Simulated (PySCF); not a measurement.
**Ionisation energy of P by level of theory**

P [Ne] 3s2 3p3 (4S) → P⁺ [Ne] 3s2 3p2 (3P), as a difference of total energies. All numbers are calculated (PySCF 2.14, no relativity, point nucleus, in dyall-acv3z (19s12p6d4f, 113 functions)). Correlated levels: valence: [Ne] frozen; valence and next inner shell: 1s2 frozen; virtual orbitals above 40 to 60 times the deepest correlated orbital energy dropped. The calculations carry no spin-orbit coupling.

| method | ionisation energy (eV) |
| --- | --- |
| UHF | 9.905 |
| LDA | 10.577 |
| PBE | 10.490 |
| PBE0 | 10.529 |
| r2SCAN | 10.634 |
| TPSS | 10.508 |
| M06-2X | 10.314 |
| MN15 | 10.439 |
| MP2 (valence) | 10.494 |
| SCS-MP2 (valence) | 10.314 |
| MP2 (valence and next inner shell) | 10.507 |
| SCS-MP2 (valence and next inner shell) | 10.328 |

Problem. How much does correlation contribute at MP2 (valence and next inner shell)?

Solution. 10.507 − (9.905) = 0.602 eV, measured against UHF.

A first-order spin-orbit estimate (lowest level to lowest level, LS coupling) adds -0.034 eV.

Errors of the correlated levels include the incompleteness of this basis and the frozen core.

For comparison: 10.487 eV (measured; NIST Atomic Spectra Database, ionization energies).
